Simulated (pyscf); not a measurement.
Single points on ωB97X-D3(BJ)/def2-SVP structures (PySCF, gas phase).

Task: `[NH2][Si]([NH2])[NH2]` [doublet] + `[ClH]` → `[NH2][Si]([NH2])([NH2])[Cl]` + `[H]` [doublet]
Surface: doublet. Broken: Cl–H. Formed: Cl–Si. Give ΔE‡ and ΔE from ωB97M-D3(BJ)/def2-TZVP, relative to the separated reactants.

Result: ΔE‡ = 0.42 eV, ΔE = -0.75 eV. Zero-point energy shifts the barrier by -0.05 eV. It is an atom transfer, with an imaginary mode of 444i cm⁻¹. On the reactant side the descent ends in a complex (not fully relaxed), 0.20 eV under the separated species and 0.61 eV under the saddle at ωB97X-D3(BJ)/def2-TZVP. One saddle was located; it need not be the lowest between these sides. The angle at the transferred Cl is 173°.
